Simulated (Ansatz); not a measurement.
System (SMILES): FF (F2).
Atoms: F1, F2. Bonds: F1-F2.

Basis-set convergence of the highest harmonic wavenumber at B3LYP with Ansatz (an electronic-structure program). Each level at its own minimum, finite differences of forces, unscaled; the reference is a large set that could be run, not a limit. Cartesian d functions, on some or all atoms, in 6-31G**, 6-31+G*; all else is spherical. The program fits the integrals of some runs and decomposes those of others, by size. No added dispersion term, no relativity. Reference: the value in def2-QZVPPD, 1047 cm⁻¹. Deviations are taken from unrounded values.

```
basis              functions  highest harmonic wavenumber (cm⁻¹)  minus reference (cm⁻¹)
-----------------  ---------  ----------------------------------  ----------------------
STO-3G                    10                                1407                     360
def2-SVP                  28                                1041                      -7
pcseg-1                   28                                1012                     -36
6-31G**                   30                                1065                      17
6-31+G*                   38                                1038                      -9
aug-pcseg-1               46                                1018                     -30
6-311++G(2d,2p)           54                                1031                     -17
cc-pVTZ                   60                                1053                       6
pcseg-2                   60                                1048                       1
6-311++G(3df,3pd)         78                                1042                      -5
jun-cc-pV(T+d)Z           78                                1053                       5
def2-TZVPPD               80                                1049                       1
cc-pCVTZ                  86                                1056                       9
aug-cc-pVTZ               92                                1053                       6
aug-pcseg-2               92                                1049                       2
def2-QZVPP               114                                1046                      -1
pcseg-3                  120                                1048                       1
def2-QZVPPD              132                                1047                       0
```

The smallest set listed that lies within 50 cm⁻¹ of the reference with all its larger relatives (same family, alike in diffuse functions; a set with none counts only in the reference's own line) is def2-SVP (28 functions, -7 cm⁻¹ off), level with pcseg-1. Inside the window by cancellation, since a larger relative falls out: 6-31G**, 6-31+G*. Inside, with no larger relative to test it: cc-pCVTZ. (Relatives not listed, tested too: 6-311G** -59, 6-311+G** -62, def2-TZVP 2, def2-TZVPP 2, cc-pVQZ 0, def2-QZVP -1 cm⁻¹.)
